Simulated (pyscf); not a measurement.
Elementary routes open to H₃C–SnH₃ (SMILES [CH3][SnH3]) + NH₃ (SMILES N) in the gas phase (singlet surface):
A. CH₄ (SMILES C) + H₂N–SnH₃ (SMILES [NH2][SnH3]) (C–Sn, H–N broken; C–H, N–Sn formed)
B. H₃C–SnH₂–NH₂ (SMILES [CH3][SnH2][NH2]) + H₂ (SMILES [H][H]) (H–Sn, H–N broken; N–Sn, H–H formed)

Structures and frequencies: ωB97X-D3(BJ)/def2-SVP in PySCF.

**Question.** Rank the routes by free-energy barrier at 1200 K, lowest first, for ωB97M-D3(BJ)/def2-TZVP energies (ideal gas, 1 atm, RRHO with modes under 100 cm⁻¹ raised to 100, one conformer, R ln 2 for chiral ones without a mode under 150 cm⁻¹).

**Answer.** B (77.0 kcal/mol), A (81.4 kcal/mol)

Route B is the fastest of these, ahead of the next by 4.4 kcal/mol. The most stable products are those of A (ΔG = -3.2 kcal/mol), whose barrier is 4.4 kcal/mol higher: the kinetic and the thermodynamic product differ. At 298 K B is still the fastest. A: On the reactant side the descent ends in a complex (not fully relaxed), 4.0 kcal/mol under the separated species and 50.0 kcal/mol under the saddle at ωB97X-D3(BJ)/def2-TZVP. B: On the reactant side the descent ends in a complex (not fully relaxed), 4.2 kcal/mol under the separated species and 43.8 kcal/mol under the saddle at ωB97X-D3(BJ)/def2-TZVP. Only these routes are compared; each barrier is that of the saddle found, and lower ones may exist. Elements past Kr carry the def2 core potentials, without spin-orbit coupling.
